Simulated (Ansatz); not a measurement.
# C4H10N2: up Jacob's ladder to CCSD(T)

How much do the methods differ for C4H10N2? The plan is to run it at one geometry with functionals of several rungs and with coupled cluster. The yardstick is the atomisation energy at the CCSD(T) limit.

The runs use Ansatz 0.2.0, Gaussian basis; functionals in def2-TZVPP, the program's frozen cores in correlated methods.

Levels to be run: LDA (SPW92), PBE-D4, revPBE-D4, BLYP-D4, r2SCAN-D4, B97M-V, PBE0-D4, B3LYP-D4, r2SCANh-D4, r2SCAN0-D4, HSE06-D4, BHLYP-D4, CAM-B3LYP-D4, LC-ωPBE, ωB97X-V, ωB97M-V, B2PLYP, PBE-QIDH; CCSD(T)/def2-SVP; CCSD(T)/def2-TZVPP; MP2/def2-QZVPP; extrapolation to the limit; RPA on PBE.

## (1) The geometry

An earlier PBE0-D4 in a triple-zeta def2 set relaxation fixed the geometry.

SMILES `C/N=C(\C)NC`, 16 atoms, charge 0, spin multiplicity 1.

Atoms are counted from 1 here; the program's logs count them from 0.

Bond lengths: C1–N2 1.439 Å, C1–H7 1.091 Å, C1–H8 1.099 Å, C1–H9 1.099 Å, N2–C3 1.274 Å, C3–C4 1.503 Å, C3–N5 1.368 Å, C4–H10 1.091 Å, C4–H11 1.093 Å, C4–H12 1.093 Å, N5–C6 1.439 Å, N5–H13 1.004 Å, C6–H14 1.096 Å, C6–H15 1.090 Å, C6–H16 1.091 Å. Angles: N2–C1–H7 109.2°, N2–C1–H8 113.1°, N2–C1–H9 112.7°, H7–C1–H8 107.2°, H7–C1–H9 107.2°, H8–C1–H9 107.0°, C1–N2–C3 118.3°, N2–C3–C4 125.4°, N2–C3–N5 119.4°, C4–C3–N5 115.2°, C3–C4–H10 112.3°, C3–C4–H11 110.3°, C3–C4–H12 110.1°, H10–C4–H11 108.7°, H10–C4–H12 108.1°, H11–C4–H12 107.1°, C3–N5–C6 120.2°, C3–N5–H13 116.5° and more.

## (2) LDA

This LDA is Slater exchange with PW92 correlation.

Contents of in.yaml:

```yaml
crystal:
  periodic: [false, false, false]
  atoms:
    - {symbol: C, position_ang: [0.100812, -1.976749, 0.883345]}
    - {symbol: N, position_ang: [-0.471698, -0.687478, 0.599838]}
    - {symbol: C, position_ang: [0.193856, 0.124513, -0.122121]}
    - {symbol: C, position_ang: [1.530758, -0.159187, -0.746661]}
    - {symbol: N, position_ang: [-0.296080, 1.382192, -0.343352]}
    - {symbol: C, position_ang: [-1.627261, 1.726560, 0.080808]}
    - {symbol: H, position_ang: [-0.609462, -2.565034, 1.466524]}
    - {symbol: H, position_ang: [0.335900, -2.553853, -0.022461]}
    - {symbol: H, position_ang: [1.026948, -1.910073, 1.471994]}
    - {symbol: H, position_ang: [1.913168, 0.691291, -1.312142]}
    - {symbol: H, position_ang: [1.462882, -1.021225, -1.414499]}
    - {symbol: H, position_ang: [2.260950, -0.409450, 0.026587]}
    - {symbol: H, position_ang: [0.081577, 1.878515, -1.129779]}
    - {symbol: H, position_ang: [-2.391768, 1.105579, -0.400016]}
    - {symbol: H, position_ang: [-1.812616, 2.775972, -0.150599]}
    - {symbol: H, position_ang: [-1.720564, 1.575927, 1.156935]}
basis:
  gaussian: {orbitals: def2-TZVPP}
hamiltonian: {xc: lda}
output: {orbitals: {seedname: orbitals}}
```

Launch:

```bash
> ansatz run in.yaml --threads 4 --pin off --events-out ev --progress --plain --max-ram 11315MiB
```

The runs that follow: PBE-D4 (GGA); revPBE-D4 (GGA); BLYP-D4 (GGA); r2SCAN-D4 (meta-GGA); B97M-V (meta-GGA); PBE0-D4 (hybrid); B3LYP-D4 (hybrid); r2SCANh-D4 (hybrid); r2SCAN0-D4 (hybrid); HSE06-D4 (hybrid); BHLYP-D4 (hybrid); CAM-B3LYP-D4 (range-separated); LC-ωPBE (range-separated); ωB97X-V (range-separated); ωB97M-V (range-separated); B2PLYP (double hybrid); PBE-QIDH (double hybrid); CCSD(T) in def2-SVP; CCSD(T) in def2-TZVPP; MP2 in def2-QZVPP; RPA on PBE orbitals.

Q: Predict the results of all the runs planned. Wanted: atomisation energy, CCSD(T)/CBS; farthest beyond LDA; mean size of error, GGA; mean size of error, meta-GGA; mean size of error, hybrid; mean size of error, range-separated; mean size of error, double hybrid; gap, smallest and largest; T1 diagnostic.

The runs gave:

```
                               quantity                                             value
        atomisation energy, CCSD(T)/CBS                                     6260.1 kJ/mol
 functionals within 31.3 kJ/mol (0.5 %)  r2SCAN-D4, B97M-V, r2SCANh-D4, LC-ωPBE, PBE-QIDH
                    farthest beyond LDA                            PBE-D4 (+191.2 kJ/mol)
                mean size of error, GGA                                       92.5 kJ/mol
           mean size of error, meta-GGA                                       17.4 kJ/mol
             mean size of error, hybrid                                       71.9 kJ/mol
    mean size of error, range-separated                                       37.6 kJ/mol
      mean size of error, double hybrid                                       28.5 kJ/mol
              gap, smallest and largest         4.99 eV (LDA (SPW92)), 11.90 eV (LC-ωPBE)
                          T1 diagnostic                                            0.0119
triples share of the correlation energy                                             4.1 %
```

**Reading.** LDA overbinds by 966.7 kJ/mol (15 %). PBE-D4 is off by +191.2 kJ/mol. Double hybrids carry the basis error of their MP2 part in triple zeta, and no dispersion term here, so their miss is partly the set-up's. The rungs meta-GGA, double hybrid miss on average by less than the doubt on the reference (31.3 kJ/mol), so they tie. Misses under about 31.3 kJ/mol are within the doubt on the reference itself, which lacks core-valence correlation, relativity and higher excitations. Hartree-Fock recovers 72 % of the binding; the rest is correlation. CCSD(T) in def2-SVP is off by -292.5 kJ/mol, so the small basis spoils what the method gains. The gap grows from 5.0 to 11.9 eV across the functionals, mostly with the share of exact exchange.
